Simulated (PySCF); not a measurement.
**Which basis set comes closest?**

Molecule: `CP(C)C`, C3H9P.

Molfile (atoms numbered from 1):
```
C3H9P
     RDKit          3D

 13 12  0  0  0  0  0  0  0  0999 V2000
   -0.4996    1.5176    0.3906 C   0  0  0  0  0  0  0  0  0  0  0  0
   -0.1545   -0.2029    0.9776 P   0  0  0  0  0  0  0  0  0  0  0  0
    1.5629   -0.4045    0.3192 C   0  0  0  0  0  0  0  0  0  0  0  0
   -1.0833   -1.1493   -0.3130 C   0  0  0  0  0  0  0  0  0  0  0  0
   -0.2742    1.6532   -0.6804 H   0  0  0  0  0  0  0  0  0  0  0  0
    0.1022    2.2321    0.9729 H   0  0  0  0  0  0  0  0  0  0  0  0
   -1.5596    1.7588    0.5634 H   0  0  0  0  0  0  0  0  0  0  0  0
    1.6397   -0.1464   -0.7503 H   0  0  0  0  0  0  0  0  0  0  0  0
    1.8887   -1.4469    0.4569 H   0  0  0  0  0  0  0  0  0  0  0  0
    2.2525    0.2364    0.8895 H   0  0  0  0  0  0  0  0  0  0  0  0
   -0.8233   -0.8344   -1.3377 H   0  0  0  0  0  0  0  0  0  0  0  0
   -0.8698   -2.2238   -0.2069 H   0  0  0  0  0  0  0  0  0  0  0  0
   -2.1648   -1.0095   -0.1626 H   0  0  0  0  0  0  0  0  0  0  0  0
  1  2  1  0
  2  3  1  0
  2  4  1  0
  1  5  1  0
  1  6  1  0
  1  7  1  0
  3  8  1  0
  3  9  1  0
  3 10  1  0
  4 11  1  0
  4 12  1  0
  4 13  1  0
M  END
```

Geometry PBE0-D3(BJ)/def2-SVP throughout; GIAO in PySCF, gas phase, one conformer, non-relativistic; equivalent atoms averaged; functional PBE0.

Reference values (measured; NMR Tables: representative 31P chemical shifts referenced to 85 % H3PO4 (instrument maker's almanac)): δ(P2) = -62.0 ppm vs 85 % H3PO4. Computed shifts are taken against H3PO4, calculated as an isolated molecule at each level.

Question: How do the basis sets STO-3G, 6-31G, 6-31G*, def2-SVP, 6-311+G(2d,p), def2-TZVP perform against the reference? Times are CPU seconds on 1 thread of an Arm Neoverse V2, shared host.

Answer: 
```tsv
basis set	functions	P2	abs. error P	core-s
STO-3G	33	-29.5	32.5	1.8
6-31G	58	-128.1	66.1	3.3
6-31G*	78	-76.6	14.6	4.1
def2-SVP	105	-76.8	14.8	5.2
6-311+G(2d,p)	170	-84.8	22.8	10
def2-TZVP	184	-83.6	21.6	12
```

For ³¹P the closest is 6-31G* (14.6 ppm, with def2-SVP practically level) and the furthest 6-31G (66.1 ppm). Where a smaller basis beats a larger one, errors probably cancel. One molecule is a small sample, and vibrational and solvent effects are absent from the calculation.

A small basis that lands close on one nucleus may do so by chance; judge by the trend and by all nuclei.
